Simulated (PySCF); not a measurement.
C4H4Cl (doublet state).
Geometry (GFN2-xTB, Å), atoms numbered from 1 in this order:
```
atom  x, y, z in Å
C1     2.2057    0.1759    0.0117
C2     0.8919    0.0009   -0.2259
C3    -0.2945   -0.2093   -0.4495
C4    -1.6954   -0.2964   -0.6963
Cl5   -2.4466    1.3754   -0.6179
H6     2.5873    0.1756    1.0168
H7     2.8938    0.3384   -0.7983
H8    -2.2133   -0.8845    0.0621
H9    -1.9153   -0.6700   -1.6969
```

The hyperfine couplings belong to this conformer and change with its torsions.

The species is `[CH2]C#CCCl` [radical].

Computed with UKS B3LYP, pcH-1 on C Cl H, non-relativistic, mean-field spin-orbit, GIAO in PySCF. Geometry: GFN2-xTB; no solvent, vibrations or thermal averaging. A GFN2-xTB geometry isn't a minimum of the functional, and hyperfine couplings can be far from their values at a DFT geometry. The SCF solution wasn't tested for stability.

**Question.** The isotropic 13C couplings are -63.4, +60.6, +48.9, -4.8 MHz. Assign them to C1; C2; C3; C4.

**Answer.** 
```json
{"site": "C1", "a_iso (MHz)": "+60.6", "ρ(0) (bohr⁻³)": "+0.0540", "position": "largest spin population", "distance from C1 (Å)": "0.00", "spin population": "+0.75", "largest |T| (MHz)": "114.7"}
{"site": "C2", "a_iso (MHz)": "-63.4", "ρ(0) (bohr⁻³)": "-0.0564", "position": "1 bond from C3", "distance from C1 (Å)": "1.35", "spin population": "-0.26", "largest |T| (MHz)": "23.3"}
{"site": "C3", "a_iso (MHz)": "+48.9", "ρ(0) (bohr⁻³)": "+0.0435", "position": "a main spin site", "distance from C1 (Å)": "2.57", "spin population": "+0.53", "largest |T| (MHz)": "80.9"}
{"site": "C4", "a_iso (MHz)": "-4.8", "ρ(0) (bohr⁻³)": "-0.0042", "position": "1 bond from C3", "distance from C1 (Å)": "3.99", "spin population": "-0.04", "largest |T| (MHz)": "2.3"}
```

**Question.** The isotropic 1H couplings, averaged over equivalent nuclei, are -50.8, +15.6 MHz. Assign them to H6/H7; H8/H9.

**Answer.** 
```json
{"site": "H6/H7", "a_iso (MHz)": "-50.8", "ρ(0) (bohr⁻³)": "-0.0114", "position": "1 bond from C1", "distance from C1 (Å)": "1.08", "bound to": "C1", "spin population there": "+0.75", "largest |T| (MHz)": "27.7"}
{"site": "H8/H9", "a_iso (MHz)": "+15.6", "ρ(0) (bohr⁻³)": "+0.0035", "position": "2 bonds from C3", "distance from C1 (Å)": "4.54", "bound to": "C4", "spin population there": "-0.04", "largest |T| (MHz)": "5.5"}
```

ρ(0) is the spin density at the nucleus and T the dipolar tensor; a_iso includes a spin–orbit part; entries for several nuclei are means. The Mulliken spin populations are largest on C1 (+0.75), C3 (+0.53), C2 (-0.26) and Cl5 (+0.07). The positive populations add up to 1.37 and the negative ones to -0.37, together 2S = 1. The angles at C1 add up to 360.0°, so it is planar; its axial dipolar tensor and the negative couplings of its protons fit spin in a p orbital normal to that plane. Main spin sites, with 60 % or more of the largest population: C1, C3; positions count bonds from the nearest.

Class means assume fast exchange of nuclei equivalent by connectivity; if that motion is slow, each nucleus keeps its own coupling.
